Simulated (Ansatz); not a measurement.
# SiCl+ (triplet): wave-function methods side by side, def2-QZVPP

The task here is to estimate one member of a computed series from the others.

Program: Ansatz 0.2.0, Gaussian basis. Level of theory: def2-QZVPP, core rule «outside noble gas», up to 10 orbitals frozen. These are calculated values, not measurements.

To be run: UHF; ROHF; CCSD(T) on UHF.

**The geometry**

The geometry is a PBE0/def2-TZVP stationary point (not a proven minimum) of the parent state, kept for this charge and spin.

2 atoms, charge 1, spin multiplicity 3.

Atoms are counted from 1 here; the program's logs count them from 0.

Bond lengths: Si1–Cl2 2.058 Å.

Set-up of the first run:

Contents of in.yaml:

```yaml
crystal:
  periodic: [false, false, false]
  atoms:
    - {symbol: Si, position_ang: [0.000000, 0.000000, 0.000000]}
    - {symbol: Cl, position_ang: [0.000000, 0.000000, 2.057900]}
basis:
  gaussian: {orbitals: "def2-QZVPP.json"}
total_charge: 1
magnetization: {spin_polarized: true, initial_magnetization: 2}
hamiltonian: {xc: hf}
output: {orbitals: {seedname: orbitals}}
```

On the command line:

```sh
$ ansatz run in.yaml --threads 1 --pin off --events-out ev --progress --plain --max-ram 2393MiB
```

Among the steps run: UHF; ROHF; CCSD(T) on UHF.

One of the session's tables, all rows but one given; the rest of the session is left out.

| method | from UCCSD(T) (meV) |
| --- | --- |
| ROHF | +8002.7 |
| UHF | +7903.5 |
| UMP2 | ? |
| UCCSD | +405.4 |
| UCCSD(T) | 0 |

**Question.** Estimate the row for UMP2.

**Answer.** from UCCSD(T) (meV): +1035.3. In the column «from UCCSD(T) (meV)» it lies between UCCSD (+405.4) and UHF (+7903.5).
